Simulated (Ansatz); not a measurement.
2H WSe2: LDA at its full settings (plane-wave cutoff 520 eV, 12×12×4 k mesh (along the axes of the cell as run), Fermi–Dirac smearing 0.01 eV, no spin polarisation, scalar-relativistic PAW data made under PBE) and at cheaper ones, in a cell of 6 atoms with Γ-centred meshes.

| level and setting | equilibrium lattice constant a (Å) | lattice parameter c (Å) | bulk modulus (GPa) |
|---|---|---|---|
| LDA (Ansatz) | 3.250 | 12.819 | 41.4 |
| LDA (Γ point alone) (Ansatz) | 3.640 | 14.925 | 12.0 |
| LDA (2×2×2 k mesh) (Ansatz) | 3.257 | 13.547 | 23.9 |
| LDA (4×4×4 k mesh) (Ansatz) | 3.249 | 12.813 | 42.3 |

Largest shifts from the full settings: lattice constant a +12.0 % (LDA (Γ point alone)), against a difference of -0.98 % of the full result from the reference 3.282 Å (measured, 300 K, no zero-point or thermal correction; as tabulated in arXiv:1605.07067); lattice parameter c +16.4 % (LDA (Γ point alone)), against a difference of -1.09 % of the full result from the reference 12.96 Å (measured, 300 K, no zero-point or thermal correction; as tabulated in arXiv:1605.07067); bulk modulus -71 % (LDA (Γ point alone)), against a difference of -42 % of the full result from the reference 72 ± 1 GPa (measured, room temperature, not corrected to a static lattice; as tabulated in High-Pressure X-ray Diffraction Study of Tungsten Diselenide, J. Phys. Chem. …).

The full settings aren't shown to be converged themselves.

Caveats: LDA has no dispersion term either, though it tends to give short spacings of layers, chains or molecules (LDA, LDA (Γ point alone), LDA (2×2×2 k mesh), LDA (4×4×4 k mesh)); for a layered or molecular solid the relaxed cell lies over 5 % above the published volume, where the minimum can be shallow (LDA (Γ point alone)). Ansatz's density-functional and Hartree–Fock values are scalar-relativistic unless marked +SOC, with PAW data made under PBE.

Run with cheap settings on purpose, which may leave them unconverged: LDA (2×2×2 k mesh), LDA (4×4×4 k mesh), LDA (Γ point alone).

Ansatz is a first-principles code.
